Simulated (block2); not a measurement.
**S2O (Disulfur monoxide): a chain of runs**

We compute a series of 12 runs (DMRG/STO-6G) of OS2. The setting varied is the bond dimension. 

The calculation is run with block2 0.5.4.

2 further runs of the same task are left out: 2 set aside as unsound or not needed.

### 1 Starting point

S2O: 3 atoms, total charge 0, spin state singlet. As SMILES, `O=S=S`. The shape is that of a PBE0-D4/def2-TZVP optimisation.

Bond lengths: O1–S2 1.453 Å, S2–S3 1.880 Å. Angles: O1–S2–S3 117.8°.

### 2 A single-point energy at DMRG/STO-6G (start occupation bias 0.2) (run 2)

Contents of prepare.py:

```python
from pyscf import ao2mo, gto, mcscf, mp, scf
from pyscf.tools import fcidump

mol = gto.M(atom=[
    ("O", (0.451630, 1.204020, 0.493170)),
    ("S", (0.529120, -0.205510, 0.148940)),
    ("S", (-0.980740, -0.998510, -0.642110)),
], basis="sto-6g", charge=0, verbose=3)
print("nao: %d" % (mol.nao))
mf = scf.RHF(mol)
mf.conv_tol = 1e-10
mf.max_cycle = 200
mf.kernel()
if not mf.converged:
    mf = mf.newton().run(mf.mo_coeff, mf.mo_occ)
print(f"E(HF): {mf.e_tot:.10f}")
occ_no, mo = mcscf.addons.make_natural_orbitals(mp.MP2(mf, frozen=11).run())
mf.mo_coeff = mo
cas = mcscf.CASCI(mf, 12, 18)
h1, ecore = cas.get_h1eff()
fcidump.from_integrals("FCIDUMP", h1, cas.get_h2eff(), 12, 18, nuc=ecore, ms=0)
```

Contents of dmrg.conf:

```
sym c1
orbitals FCIDUMP
nelec 18
spin 0
irrep 1
occ 2 2 2 2 2 2 2 2 2 0 0 0
cbias 0.2
schedule
0 5 1E-08 1E-04
3 10 1E-08 1E-05
7 10 1E-09 0.0
end
maxiter 13
sweep_tol 1E-07
fiedler
mem 2g
num_thrds 1
prefix ./tmp
outputlevel 1
```

Run with:

```
$ python prepare.py && block2main dmrg.conf
```

Standard output:

```text
$ python prepare.py
nao: 23
converged SCF energy = -866.699734140554
E(HF): -866.6997341406
E(RMP2) = -866.861476657193  E_corr = -0.161742516638993
E(SCS-RMP2) = -866.862236920626  E_corr = -0.162502780072256

$ block2main dmrg.conf

[... 31 lines left out ...]
integral sym error =            0
[... 30 lines left out ...]
Sweep =    5 | Direction = backward | Bond dimension =   10 | Noise =  1.00e-05 | Dav threshold =  1.00e-08
Time elapsed =      0.228 | E =    -866.8310429381 | DE = -2.47e-01 | DW = 4.54417e-05

Sweep =    6 | Direction =  forward | Bond dimension =   10 | Noise =  1.00e-05 | Dav threshold =  1.00e-08
Time elapsed =      0.271 | E =    -866.8731562820 | DE = -4.21e-02 | DW = 2.48882e-03

Sweep =    7 | Direction = backward | Bond dimension =   10 | Noise =  0.00e+00 | Dav threshold =  1.00e-09
Time elapsed =      0.309 | E =    -866.8731562873 | DE = -5.30e-09 | DW = 2.48563e-03

Final canonical form =  CRRRRRRRRRRR 0
DMRG Energy = -866.873156287287088
```

Run time: 1.8 s. Hardware: 1 thread of Intel Xeon Platinum 8488C (Sapphire Rapids), shared host; peak memory 0.21 GiB.

### 3 The energy at DMRG/STO-6G (start occupation bias 0.2) (run 3)

Contents of make_fcidump.py:

```python
from pyscf import ao2mo, gto, mcscf, mp, scf
from pyscf.tools import fcidump

geom = [
    ("O", (0.451630, 1.204020, 0.493170)),
    ("S", (0.529120, -0.205510, 0.148940)),
    ("S", (-0.980740, -0.998510, -0.642110)),
]
mol = gto.M(
    atom=geom,
    basis="sto-6g",
    verbose=4,
    max_memory=2000,
)
print("nao                      = %d" % (mol.nao))
mf = scf.RHF(mol)
mf.conv_tol = 1e-10
mf.max_cycle = 200
mf.kernel()
if not mf.converged:
    mf = mf.newton().run(mf.mo_coeff, mf.mo_occ)
print(f"E(HF)                    = {mf.e_tot:.10f}")
# rotate to MP2 natural orbitals
occ_no, mo = mcscf.addons.make_natural_orbitals(mp.MP2(mf, frozen=11).run())
mf.mo_coeff = mo
# write the integrals of the correlated orbitals
cas = mcscf.CASCI(mf, 12, 18)
h1, ecore = cas.get_h1eff()
fcidump.from_integrals("FCIDUMP", h1, cas.get_h2eff(), 12, 18, nuc=ecore, ms=0)
```

Contents of input.conf:

```
sym c1
orbitals FCIDUMP
nelec 18
spin 0
irrep 1
occ 2 2 2 2 2 2 2 2 2 0 0 0
cbias 0.2
schedule
0 10 1E-08 1E-04
3 20 1E-08 1E-05
7 20 1E-09 0.0
end
maxiter 13
sweep_tol 1E-07
fiedler
mem 2g
num_thrds 1
prefix ./tmp
outputlevel 1
```

Run with:

```
$ python make_fcidump.py && block2main input.conf
```

Standard output:

```text
$ python make_fcidump.py

[... 66 lines left out ...]
converged SCF energy = -866.699734140554
[... 44 lines left out ...]
integral sym error =            0
[... 30 lines left out ...]
Sweep =    5 | Direction = backward | Bond dimension =   20 | Noise =  1.00e-05 | Dav threshold =  1.00e-08
Time elapsed =      0.337 | E =    -866.8815729198 | DE = -4.46e-04 | DW = 1.25549e-04

Sweep =    6 | Direction =  forward | Bond dimension =   20 | Noise =  1.00e-05 | Dav threshold =  1.00e-08
Time elapsed =      0.399 | E =    -866.8825569102 | DE = -9.84e-04 | DW = 1.99552e-04

Sweep =    7 | Direction = backward | Bond dimension =   20 | Noise =  0.00e+00 | Dav threshold =  1.00e-09
Time elapsed =      0.460 | E =    -866.8825569138 | DE = -3.61e-09 | DW = 1.97993e-04

Final canonical form =  CRRRRRRRRRRR 0
DMRG Energy = -866.882556913797885
```

Run time: 2 s. Hardware: 1 thread of Intel Xeon Platinum 8488C (Sapphire Rapids), shared host; peak memory 0.21 GiB.

Runs 4 to 10 aren't shown in full; the table further down has their settings and results.

### 4 The doublet cation: a single-point energy at DMRG/STO-6G (start occupation bias 0.2) (run 11)

Contents of integrals.py:

```python
from pyscf import ao2mo, gto, mcscf, mp, scf
from pyscf.tools import fcidump

geom = """
O
S 1 1.453022
S 2 1.87997 1 117.77776
"""
mol = gto.M(
    atom=geom,
    basis="sto-6g",
    charge=1,
    spin=1,
    verbose=3,
    max_memory=2000,
)
print("basis functions = %d" % (mol.nao))
mf = scf.ROHF(mol)
mf.conv_tol = 1e-10
mf.max_cycle = 200
mf.kernel()
if not mf.converged:
    mf = mf.newton().run(mf.mo_coeff, mf.mo_occ)
print("E(SCF) = %.10f" % (mf.e_tot))
# rotate to MP2 natural orbitals
occ_no, mo = mcscf.addons.make_natural_orbitals(mp.MP2(mf.to_uhf(), frozen=11).run())
mf.mo_coeff = mo
# write the integrals of the correlated orbitals
cas = mcscf.CASCI(mf, 12, 17)
h1, ecore = cas.get_h1eff()
fcidump.from_integrals("FCIDUMP", h1, cas.get_h2eff(), 12, 17, nuc=ecore, ms=1)
```

Contents of block.conf:

```
sym c1
orbitals FCIDUMP
nelec 17
spin 1
irrep 1
occ 2 2 2 2 2 2 2 2 1 0 0 0
cbias 0.2
schedule
0 17 1E-07 1E-04
3 35 1E-07 1E-05
7 35 1E-08 0.0
end
maxiter 13
sweep_tol 1E-06
fiedler
mem 1g
num_thrds 1
prefix ./tmp
outputlevel 2
onepdm
```

Run with:

```
$ python integrals.py && block2main block.conf
```

Standard output:

```text
$ python integrals.py
basis functions = 23
converged SCF energy = -866.503637959996
E(SCF) = -866.5036379600
E(UMP2) = -866.648422728279  E_corr = -0.144784768282714
E(SCS-UMP2) = -866.649034178887  E_corr = -0.145396218891268

$ block2main block.conf

[... 145 lines left out ...]
 --> Site =    2-   3 .. Mmps =   31 Ndav =   2 E =   -866.6755202814 Error = 0.00e+00 FLOPS = 1.37e+09 Tdav = 0.00 T = 0.01
[... 84 lines left out ...]
 --> Site =    7-   8 .. Mmps =   35 Ndav =  10 E =   -866.6792608896 Error = 2.47e-04 FLOPS = 2.72e+09 Tdav = 0.02 T = 0.03
[... 110 lines left out ...]
 --> Site =    5-   6 .. Nterms =           13 Error =  0.000219450690/ 0.000000000000 FLOPS = 2.51e+09 Tmult = 0.00 T = 0.00
 --> Site =    6-   7 .. Nterms =           11 Error =  0.000297077451/ 0.000000000000 FLOPS = 2.67e+09 Tmult = 0.00 T = 0.00
 --> Site =    7-   8 .. Nterms =            9 Error =  0.000162169733/ 0.000000000000 FLOPS = 2.23e+09 Tmult = 0.00 T = 0.00
 --> Site =    8-   9 .. Nterms =            7 Error =  0.000000127208/ 0.000000000000 FLOPS = 7.89e+08 Tmult = 0.00 T = 0.00
 --> Site =    9-  10 .. Nterms =            5 Error =  0.000000000000/ 0.000000000000 FLOPS = 3.24e+08 Tmult = 0.00 T = 0.00
 --> Site =   10-  11 .. Nterms =            4 Error =  0.000000000000/ 0.000000000000 FLOPS = 1.37e+08 Tmult = 0.00 T = 0.00
[... 7 lines left out ...]
NPDM Sorting | Nsites =    12 | Nmaxops =  2 | DotSite = 2 | SymbolFree = T | Compressed = T | LowMem = F | Mem = 1.12 KB
 Site =     0 ..  T = 0.000
 Site =     1 ..  T = 0.000
 Site =     2 ..  T = 0.000
 Site =     3 ..  T = 0.000
 Site =     4 ..  T = 0.000
 Site =     5 ..  T = 0.000
 Site =     6 ..  T = 0.000
 Site =     7 ..  T = 0.000
 Site =     8 ..  T = 0.000
 Site =     9 ..  T = 0.000
 Site =    10 ..  T = 0.000
Ttotal =      0.000

DMRG OCC =   1.996 1.996 1.990 1.969 1.913 1.893 1.957 1.811 1.074 0.277 0.060 0.058
```

It took 4.2 s on 1 thread of Intel Xeon Platinum 8488C (Sapphire Rapids), shared host; peak memory 0.21 GiB.

Runs 12 to 13 aren't shown in full; the table further down has their settings and results.

### 5 The doublet cation: the energy at DMRG/STO-6G (start occupation bias 0.2) (run 14)

Contents of make_fcidump.py:

```python
from pyscf import ao2mo, gto, mcscf, mp, scf
from pyscf.tools import fcidump

mol = gto.M(atom="""
O
S 1 1.453022
S 2 1.87997 1 117.77776
""", basis="sto-6g", charge=1, spin=1, verbose=3)
print("nao = %d" % (mol.nao))
mf = scf.ROHF(mol)
mf.conv_tol = 1e-10
mf.max_cycle = 200
mf.kernel()
if not mf.converged:
    mf = mf.newton().run(mf.mo_coeff, mf.mo_occ)
print("reference energy = %.10f" % (mf.e_tot))
occ_no, mo = mcscf.addons.make_natural_orbitals(mp.MP2(mf.to_uhf(), frozen=11).run())
mf.mo_coeff = mo
cas = mcscf.CASCI(mf, 12, 17)
h1, ecore = cas.get_h1eff()
fcidump.from_integrals("FCIDUMP", h1, cas.get_h2eff(), 12, 17, nuc=ecore, ms=1)
```

Contents of input.conf:

```
sym c1
orbitals FCIDUMP
nelec 17
spin 1
irrep 1
occ 2 2 2 2 2 2 2 2 1 0 0 0
cbias 0.2
schedule
0 50 1E-07 1E-04
3 100 1E-07 1E-05
7 100 1E-08 0.0
end
maxiter 13
sweep_tol 1E-06
fiedler
mem 1g
num_thrds 1
prefix ./tmp
outputlevel 2
onepdm
```

Run with:

```
$ python make_fcidump.py && block2main input.conf
```

Standard output:

```text
$ python make_fcidump.py
nao = 23
converged SCF energy = -866.503637959996
reference energy = -866.5036379600
E(UMP2) = -866.648422728279  E_corr = -0.144784768282714
E(SCS-UMP2) = -866.649034178887  E_corr = -0.145396218891268

$ block2main input.conf

[... 125 lines left out ...]
 <-- Site =    8-   9 .. Mmps =   34 Ndav =   2 E =   -866.6815065733 Error = 0.00e+00 FLOPS = 2.09e+09 Tdav = 0.00 T = 0.01
[... 64 lines left out ...]
 --> Site =    7-   8 .. Mmps =  100 Ndav =   5 E =   -866.6856336688 Error = 7.59e-06 FLOPS = 5.95e+09 Tdav = 0.03 T = 0.05
[... 90 lines left out ...]
 <-- Site =    5-   6 .. Nterms =           13 Error =  0.000147457955/ 0.000000000000 FLOPS = 1.08e+10 Tmult = 0.00 T = 0.01
 <-- Site =    4-   5 .. Nterms =           15 Error =  0.000016082983/ 0.000000000000 FLOPS = 5.14e+09 Tmult = 0.00 T = 0.01
 <-- Site =    3-   4 .. Nterms =           17 Error =  0.000000039925/ 0.000000000000 FLOPS = 3.62e+09 Tmult = 0.00 T = 0.01
 <-- Site =    2-   3 .. Nterms =           19 Error =  0.000000000000/ 0.000000000000 FLOPS = 2.35e+09 Tmult = 0.00 T = 0.01
 <-- Site =    1-   2 .. Nterms =           21 Error =  0.000000000000/ 0.000000000000 FLOPS = 1.82e+09 Tmult = 0.00 T = 0.01
 <-- Site =    0-   1 .. Nterms =           23 Error =  0.000000000000/ 0.000000000000 FLOPS = 9.56e+08 Tmult = 0.00 T = 0.00
[... 7 lines left out ...]
NPDM Sorting | Nsites =    12 | Nmaxops =  2 | DotSite = 2 | SymbolFree = T | Compressed = T | LowMem = F | Mem = 1.12 KB
 Site =     0 ..  T = 0.000
 Site =     1 ..  T = 0.000
 Site =     2 ..  T = 0.000
 Site =     3 ..  T = 0.000
 Site =     4 ..  T = 0.000
 Site =     5 ..  T = 0.000
 Site =     6 ..  T = 0.000
 Site =     7 ..  T = 0.000
 Site =     8 ..  T = 0.000
 Site =     9 ..  T = 0.000
 Site =    10 ..  T = 0.000
Ttotal =      0.000

DMRG OCC =   1.997 1.995 1.982 1.938 1.874 1.826 1.955 1.804 1.172 0.324 0.067 0.065
```

Run time: 7.2 s. Hardware: 1 thread of Intel Xeon Platinum 8488C (Sapphire Rapids), shared host; peak memory 0.24 GiB.

### 6 Overview of the runs

```tsv
run	bond dimension	bond dims	partner	energy (Eh)	wall time
2	10	(5, 10)	base	-866.873156	1.8 s
3	20	(10, 20)	base	-866.882557	2 s
4	35	(17, 35)	base	-866.884397	2.2 s
5	50	(25, 50)	base	-866.884547	3 s
6	75	(37, 75)	base	-866.884606	3.3 s
7	100	(50, 100)	base	-866.884610	3.7 s
9	10	(5, 10)	cation	not converged	2.5 s
10	20	(10, 20)	cation	-866.671655	2.9 s
11	35	(17, 35)	cation	-866.680237	4.2 s
12	50	(25, 50)	cation	-866.683515	4.5 s
13	75	(37, 75)	cation	-866.685355	7.2 s
14	100	(50, 100)	cation	-866.685999	7.2 s
```

Convergence of the total energy of singlet S2O with the bond dimension, against the last point:

```tsv
bond dimension	from the last (mEh)	wall time
10	+11.454	1.8 s
20	+2.053	2 s
35	+0.213	2.2 s
50	+0.063	3 s
75	+0.004	3.3 s
100	+0.000	3.7 s
```

### 7 Results

```
                                                                      quantity          value
                                          doublet cation, run 14: total energy  -866.68600 Eh
 vertical ionisation energy (to the doublet cation) (run 3, bond dimension 20)       5.739 eV
 vertical ionisation energy (to the doublet cation) (run 4, bond dimension 35)       5.555 eV
 vertical ionisation energy (to the doublet cation) (run 5, bond dimension 50)       5.470 eV
 vertical ionisation energy (to the doublet cation) (run 6, bond dimension 75)       5.422 eV
vertical ionisation energy (to the doublet cation) (run 7, bond dimension 100)       5.404 eV
```

What this shows: For the total energy of singlet S2O to stay within 10 mEh of the last point, 20 is the first point of the series from which all later ones do (2 s against 3.7 s). For the total energy of singlet S2O to stay within 2 mEh of the last point, 35 is the first point of the series from which all later ones do (2.2 s against 3.7 s). In runs 2, 3, 4, 5, 6, 7, 10, 11 and more the basis is minimal, so the values are rough. All runs together took 45 s, the longest 7.2 s. 1 of the 12 runs did not end normally.
